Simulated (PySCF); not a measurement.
**Identify the compound**

Molecular formula: C3H6. Simulated spectra:

1H NMR (600 MHz, computed): δ 0.19 (s, 6H).

13C{1H} NMR (computed): δ -1.8 (CH2, 3C).

No relativistic terms, single conformer, rapidly exchanging positions averaged, gas phase. Geometry: PBE0-D3(BJ)/def2-TZVP; J: B3LYP/pcJ-2; NMR shieldings at PBE0/pcSseg-2/GIAO; PySCF 2.14.

Scale: 1H (σref 31.52) and 13C (σref 186.03) vs TMS (reference shieldings calculated alike).

What is the structure?

## Answers


- Rings plus π bonds: 1 (1 ring in the answer).
- 1 carbon signal for 3 carbons: some carbons are equivalent by symmetry or fast rotation.
- Carbon types of the structure: 3 × CH2, which accounts for all hydrogens.
- δC -1.8: three-membered-ring carbon; carbons of three-membered rings are unusually shielded.
- δH 0.19: hydrogen on a three-membered-ring carbon; cyclopropane-type protons are shielded by the ring.

The compound is Cyclopropane (SMILES C1CC1).

Shifts are as computed. Against solution values, carbons near 30 ppm lie about +3 ppm off and those near 130 ppm about +9 ppm. Of 1211 compounds with measured shifts, 218 miss one by over three times the rms of a fit or turn the order of signals round; such compounds aren't used in these exercises.
